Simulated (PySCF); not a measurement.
**FSN, singlet: data card**

All numbers come from PBE0/[S def2-TZVP, N def2-TZVP, F def2-TZVP], no relativity, density fitting, PySCF.

The structure is a higher-order saddle point with 2 imaginary modes (one degenerate set).

Z-matrix (Å, degrees; charge 0 multiplicity 1):
```
S
N  1 1.4374
F  1 1.8109 2 180.00
```

| Property | Result |
| --- | --- |
| Point group | C∞v |
| Bond lengths | S–F 1.811 Å, S–N 1.437 Å |
| Bond angles | F–S–N 180.0° |
| Lowest empty level | -3.86 eV |
| Dipole moment | 1.53 D |
| Principal quadrupole moments (Buckingham, traceless) about the centre of mass | -8.63, 4.32, 4.32 D Å |
| Highest occupied level | -8.74 eV |
| Atomisation energy without zero-point energy | 680 kJ/mol |
| Rotational constants | 0.1914 cm⁻¹ |
| Principal polarisabilities | 16.0, 16.0, 43.9 bohr³ |
| Zero-point energy (real modes) | 11.6 kJ/mol |

Harmonic modes (masses in u: S 31.972, N 14.003, F 18.998):
| symmetry | ω (cm⁻¹) | IR (km/mol, summed over degenerate members) |
| --- | --- | --- |
| π | 428i | – |
| σ+ | 498 | 188 |
| σ+ | 1450 | 35.7 |

In C∞v the vibrations span π + 2σ+.

Charges (e):
```tsv
atom	Mulliken	Löwdin	polar tensor	Mayer order to S1
S1	0.51	0.69	0.85	–
N2	-0.12	-0.32	-0.12	2.61
F3	-0.39	-0.37	-0.73	0.67
```

Mulliken populations on S1: s 6.02, p 9.01, d 0.43, f 0.03.

Outer orbital energies (eV). occupied: -27.82, -18.02, -13.07, -12.70, -12.70, -10.72, -10.72, -8.74; empty: -3.86, -3.86, 4.22, 5.84.

Only a few start shapes were tried, so a lower isomer may exist. At this level a singlet minimum of Cs symmetry lies 149 kJ/mol below this structure.

The final relaxation and frequency run took 15 s on 2 threads of a shared Arm Neoverse V1 host, with 99 basis functions and 11 gradients; the process peaked at 0.89 GiB.
